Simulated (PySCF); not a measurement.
H₂O₂, SMILES OO (connectivity only; charge and spin as stated), charge +1, multiplicity 2. Atoms are numbered in the order given.

```xyz
4

O      0.1577    -0.6279     0.0000
O     -0.1577     0.6279     0.0000
H     -0.7144    -1.1090     0.0000
H      0.7144     1.1090     0.0000
```
Charge +1, spin multiplicity 2.

Geometry: ωB97X-D3(BJ)/def2-TZVP. The multiplicity is an assumed one; other spin states were not compared.

Calculation: PBE/def2-TZVPD run with PySCF.

Computed frontier levels, dipole moment and polarisability:
```json
{
 "α spin, highest occupied and lowest empty level": "-16.59 and -8.47 eV",
 "β spin, highest occupied and lowest empty level": "-18.00 and -14.63 eV",
 "dipole_moment_about_the_centre_of_nuclear_charge": "0.00 D",
 "mean_static_polarisability": "11.0 bohr³ (1.62 Å³)",
 "polarisability_principal_values": "7.5, 9.5, 15.9 bohr³",
 "⟨S²⟩": "0.752 (pure state 0.75)"
}
```
